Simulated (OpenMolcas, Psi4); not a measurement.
From Psi4 to OpenMolcas

Psi4 1.11 runs this on [BF2]+ (SMILES F[B+]F):

job.py:
```python
import psi4

psi4.set_memory(2200000000)
psi4.set_num_threads(1)
psi4.set_output_file('bf2.out', False)

geom = psi4.geometry("""
1 1
F      0.329710     1.140520     0.307700
B      0.000000     0.000000     0.000000
F     -0.329720    -1.140520    -0.307700
symmetry c1
no_reorient
no_com
""")

psi4.set_options({
    'basis': 'STO-3G',
    'puream': True,
    'e_convergence': 1e-09,
    'd_convergence': 1e-08,
    'scf_type': 'pk',
})

E, wfn = psi4.gradient('hf', return_wfn=True)
psi4.oeprop(wfn, 'LOWDIN_CHARGES', 'MULLIKEN_CHARGES', 'MAYER_INDICES')
print('gradient / Eh bohr^-1')
print(E.np.round(6))
print(f'energy = {wfn.energy():.10f} Eh')
for k, v in sorted(psi4.core.scalar_variables().items()):
    print(f'{k:45s} {v:18.10f}')
```

```bash
$ python job.py
```

Geometry: relaxed at PBE0-D4/def2-TZVP.

It gives a total energy of -220.272998 Eh.

Question: How is this level of theory, on these atoms, set up in OpenMolcas 26.06 as an input file of the program's own?

Answer: For example:

mol.inp:
```
* BF2 Hartree-Fock

&GATEWAY
 BasLib=$CurrDir
 Coord
 3
 angstrom
 F        0.329710       1.140520       0.307700
 B        0.000000       0.000000       0.000000
 F       -0.329720      -1.140520      -0.307700
 Basis=STO-3G
 Group=NoSym

&SEWARD

&SCF
 Charge=1
 Thresholds=1e-10 1e-07 1e-07 1e-05
 PrOrbitals=1 1

&ALASKA
```

```bash
$ export MOLCAS_MEM=1860
$ pymolcas mol.inp > mol.log
```

(Basis files named in the input come from the Basis Set Exchange and aren't shown.)

Its energy is -220.272999 Eh, the same as the first but for the last digit, at most.
